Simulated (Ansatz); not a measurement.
## H$_{2}$Si–AlH$_{2}$⁺, singlet in cc-pVDZ: errors against RCCSDT(Q)

Geometry: that of the H2Si–AlH2, doublet, kept fixed.

```xyz
6

Si    0.0000   -0.0707    1.2015
Al    0.0000    0.0325   -1.2382
H     1.2043    0.4912    1.8823
H    -1.2043    0.4912    1.8823
H     0.0000    1.4238   -2.0084
H     0.0000   -1.3073   -2.0883
```

Basis cc-pVDZ; Ansatz 0.2.0. Correlated methods freeze the noble-gas cores, which leaves 10 electrons in 46 orbitals. Prefix R: restricted or restricted open-shell reference. Active spaces: frontier = (8e, 8o) about the gap.

Full CI isn't at hand for all of this; RCCSDT(Q) serves as the reference, and is uncertain by the last step of the cluster series or more.

- UHF ⟨S²⟩: 0.000
- T1 diagnostic (RCCSD): 0.0173
- largest doubles amplitude (RCCSD): 0.058

| level | E − E(RCCSDT(Q)) (meV) | share of correlation (%) | wall time |
| --- | --- | --- | --- |
| RHF | 5175 | 0.00 | – |
| RMP2 | 1304 | 74.81 | – |
| CISD | 534 | 89.67 | 0.81 s |
| RCCSD | 140 | 97.30 | – |
| RCCSD(T) | 34 | 99.34 | 0.57 s |
| BCCD(T) | 34 | 99.34 | 0.69 s |
| RCCSDT | 4 | 99.92 | – |
| NEVPT2 (frontier space) | 1153 | 77.71 | 7.5 s |

The correlation energy at RCCSDT(Q), counted from RHF, is -5.175 eV. That run took 7.5 s on 1 thread of AMD EPYC 9B14, shared host.

Run but not shown, since their state, orbitals or frozen core can't be matched to the reference's or they repeat it: CASSCF (frontier space), MRCISD (frontier space), MRCISD+Q (frontier space).

Times hold each run's SCF and search for its determinant on a shared host, so for small cases they say little of a method's own cost; they ran on 1 thread of AMD EPYC 9B14.
